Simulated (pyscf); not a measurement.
Optimised with ωB97X-D3(BJ)/def2-SVP in PySCF.

Question: Estimate by transition-state theory the rate constant of H₂N–NH–SiH₃ + H₂ → H₂N–NH₂ + SiH₄ (singlet surface; N–Si, H–H broken, H–N, H–Si formed) at 900 K, with ωB97M-D3(BJ)/def2-TZVP energies (ideal gas, 1 atm, RRHO with modes under 100 cm⁻¹ raised to 100, one conformer, R ln 2 for chiral ones without a mode under 150 cm⁻¹; no tunnelling).

Answer: The electronic barrier is 44.3 kcal/mol and the thermal terms add +29.2, so ΔG‡ = 73.4 kcal/mol. With k_BT/h = 1.88e+13 s⁻¹ and RT = 1.788 kcal/mol, and a volume of 1.23e-19 cm³ per molecule at 1 atm, k = 3.4e-24 cm³ molecule⁻¹ s⁻¹. Wigner's tunnelling factor for 1440i cm⁻¹ would be 1.22. A shift of 1 kcal/mol in the barrier changes k by a factor 1.7. At the saddle there is also a short H–Si contact that neither side keeps. H₂N–NH–SiH₃ lies 57.4 kcal/mol over its isomer H₂N–SiH₂–NH₂ (electronic energy, ωB97M-D3(BJ)/def2-TZVP). This is the saddle that the search found; another between the same sides may lie lower.
